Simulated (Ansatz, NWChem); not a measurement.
# Worked example: the enthalpy of formation of SiH2Cl2 (dichlorosilane (DCS))

SiH2Cl2: 5 atoms, total charge 0, spin state singlet. SMILES: `Cl[SiH2]Cl`. The shape is that of a PBE0-D4/def2-TZVP optimisation.

Total energies at HF/3-21G (NWChem 7.3.0); the atoms run unrestricted:

| species | state | energy (Eh) |
| --- | --- | --- |
| SiH2Cl2 | singlet | -1203.213674 |
| Cl | doublet | -457.276552 |
| Si | triplet | -287.344431 |
| H | doublet | -0.496199 |

Harmonic wavenumbers at PBE0-D4/def2-TZVP, in cm⁻¹: 186, 529, 592, 594, 707, 871, 950, 2272, 2286.

Measured heats of formation of the gaseous atoms at 298.15 K, in kJ/mol: Cl 121.3, Si 450.0, H 218.0. Spin-orbit lowering of the atoms at 298 K (mean of the ground term's levels less their thermal mean, from spectra), in kJ/mol: Cl 3.44, Si 0.44. Take 1 Eh = 2625.50 kJ/mol, 1 cm⁻¹ = 0.0119627 kJ/mol, RT = 2.479 kJ/mol.

**Question.** What heat of formation follows?

**Answer.** 
1. Electronic atomisation energy: 2 × (-457.276552) + (-287.344431) + 2 × (-0.496199) − (-1203.213674) = 0.323741 Eh = 850.0 kJ/mol.
2. Zero-point energy: half the sum of the wavenumbers, 4493.5 cm⁻¹ = 53.8 kJ/mol.
3. Thermal vibrational enthalpy, Σ hcν̃/(exp(hcν̃/kT) − 1): 3.5 kJ/mol. Translation, rotation and pV of a non-linear molecule: 4 RT = 9.9 kJ/mol.
4. The 5 free atoms carry 5/2 RT each: 31.0 kJ/mol.
5. Spin-orbit coupling lowers the free atoms by 2 × 3.44 + 0.44 = 7.3 kJ/mol.
6. Atomisation enthalpy at 298 K: 850.0 − 7.3 − 53.8 − 3.5 − 9.9 + 31.0 = 806.5 kJ/mol.
7. Sum of the atoms' heats of formation: 1128.6 kJ/mol. Heat of formation: 1128.6 − 806.5 = +322.1 kJ/mol.

The tabulated value is -320.5 kJ/mol (NIST-JANAF tables), so this level is off by +642.6 kJ/mol, or 44.3 % of the atomisation enthalpy. Hartree–Fock leaves out correlation, which is larger in the molecule than in the atoms, so it underbinds and puts the heat of formation too high. A basis without polarisation functions underbinds badly. Anharmonicity and any spin-orbit splitting of the molecule are left out.
